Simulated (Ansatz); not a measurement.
# H₂MgOS (SMILES [OH][Mg][SH]): a rigid scan of the angle Mg2–S3–H5

One table from this session's results is given with a row withheld; the runs are named, their logs left out.

The runs use Ansatz 0.2.0, Gaussian basis; single points in def2-TZVPP.

Levels: PBE-D4, r2SCAN-D4, PBE0-D4, B3LYP-D4, wB97M-V, Hartree-Fock, MP2, CCSD, CCSD(T). The scan takes 68.7, 74.7, 80.7, 86.7, 92.7, 98.7, 104.7, 110.7, 116.7°.

Cores are frozen in the correlated methods. The outer core shell of Li, Na, Mg and K is correlated. B3LYP uses VWN-RPA correlation.

28 further runs of the same task are left out: 28 set aside as unsound or not needed.

### The starting structure

The minimum, relaxed at PBE0-D4: SMILES `[OH][Mg][SH]`, 5 atoms, charge 0, spin multiplicity 1.

Atoms are counted from 1 here; the program's logs count them from 0.

Bond lengths: O1–Mg2 1.757 Å, O1–H4 0.947 Å, Mg2–S3 2.284 Å, S3–H5 1.345 Å. Angles: Mg2–O1–H4 164.9°, O1–Mg2–S3 178.2°, Mg2–S3–H5 92.7°.

Geometry (Å):

```xyz
5
H2MgOS
O    -1.2170   -1.2888    0.4069
Mg   -0.2013    0.0316   -0.1506
S     1.0774    1.7937   -0.8408
H    -1.6674   -2.1155    0.5099
H     2.0582    1.5053    0.0332
```

Energies of the minimum (eV), from earlier single points: PBE-D4 -18352.90598, r2SCAN-D4 -18360.71361, PBE0-D4 -18354.28406, B3LYP-D4 -18364.39982, wB97M-V -18361.59571, CCSD(T) -18339.77592.

At the minimum the angle Mg2–S3–H5 is 92.7°.

The first run:

ccsdt-tzvpp/in.yaml reads:

```yaml
crystal:
  periodic: [false, false, false]
  atoms:
    - {symbol: O, position_ang: [0.130548, -1.435837, 1.394604]}
    - {symbol: Mg, position_ang: [0.561891, -0.048948, 0.406374]}
    - {symbol: S, position_ang: [1.077446, 1.793727, -0.840828]}
    - {symbol: H, position_ang: [-0.018957, -2.308824, 1.729678]}
    - {symbol: H, position_ang: [2.058165, 1.505346, 0.033209]}
basis:
  gaussian: {orbitals: def2-TZVPP}
correlation: {method: ccsd_t}
```

No record of the launch command was kept for these runs.

Among the steps run: Mg2–S3–H5 = 68.7°; Mg2–S3–H5 = 74.7°; Mg2–S3–H5 = 80.7°; Mg2–S3–H5 = 86.7°; Mg2–S3–H5 = 92.7°; Mg2–S3–H5 = 98.7°; Mg2–S3–H5 = 104.7°; Mg2–S3–H5 = 110.7°; Mg2–S3–H5 = 116.7°.

One table of the session follows, with a row left open; its other results are not shown here.

It belongs to the step «The curves». Energies less that of the minimum at the same level (meV):

| angle (°) | PBE-D4 | PBE0-D4 | B3LYP-D4 | wB97M-V | Hartree-Fock |
| --- | --- | --- | --- | --- | --- |
| 68.7 | 162 | 169 | 177 | 163 | 207 |
| 74.7 | 86 | 92 | 97 | 88 | 121 |
| 80.7 | 35 | 39 | 43 | 37 | 59 |
| 86.7 | ? | ? | ? | ? | ? |
| 92.7 (minimum) | 0 | 0 | 0 | 0 | 0 |
| 92.7 | 0 | 0 | 0 | 0 | 0 |
| 98.7 | 12 | 10 | 9 | 11 | 1 |
| 104.7 | 42 | 39 | 37 | 40 | 23 |
| 110.7 | 89 | 86 | 84 | 86 | 63 |
| 116.7 | 152 | 148 | 146 | 148 | 121 |

Estimate the missing values for angle (°) = 86.7.

The run gave: PBE-D4: 7; PBE0-D4: 9; B3LYP-D4: 11; wB97M-V: 9; Hartree-Fock: 19.

Caveats from the session: A polynomial through the near points puts the CCSD(T) minimum 0.7° below the PBE0-D4 value.
